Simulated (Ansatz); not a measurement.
Input and command of a calculation in Ansatz (plane waves; scalar-relativistic PAW potentials unless the input names others):

```yaml
crystal:
  lattice:
    - [-2.0293146065, 2.0293146065, 4.0565698987]
    - [2.0293146065, -2.0293146065, 4.0565698987]
    - [2.0293146065, 2.0293146065, -4.0565698987]
  atoms:
    - { symbol: Al, position: [0.75, 0.25, 0.5] }
    - { symbol: Al, position: [0.25, 0.75, 0.5] }
    - { symbol: Al, position: [0.5, 0.5, 0.0] }
    - { symbol: Au, position: [0.0, 0.0, 0.0] }
basis:
  ecutwfc: 420
kpoints:
  mp_grid: { grid: [16, 16, 16] }
hamiltonian:
  xc: pbe
  hubbard: { sites: [{ species: Al, l: f, u_eff: 4.0 }] }
scf:
  occupations: { method: gaussian, width: 0.1 }
  max_iter: 50
output:
  forces: true
  eigenvalues: true
  stress: true
```

```bash
ansatz run input.yaml --threads 1 --pin off --max-ram 2560MiB --backend cpu --events-out ev --progress --plain --runs-dir out
```

Q: Will this input run?

A: The program refuses it, because of a U on a shell that isn't there (hamiltonian.hubbard: not typed → {"sites": [{"species": "Al", "l": "f", "u_eff": 4.0}]}). Without that key it is accepted.

Abridged log:
```
Error: inconsistent input (hamiltonian.hubbard.sites[].l, hamiltonian.hubbard.sites[].shell): the file of Al doesn't list 4f, and it can't be added: PBE doesn't bind the shell 4f of the free atom, whose level lies at +1.02 eV. Type an atom or ion with it (hamiltonian.pseudopotentials.projection_atoms), take another file or name another shell
```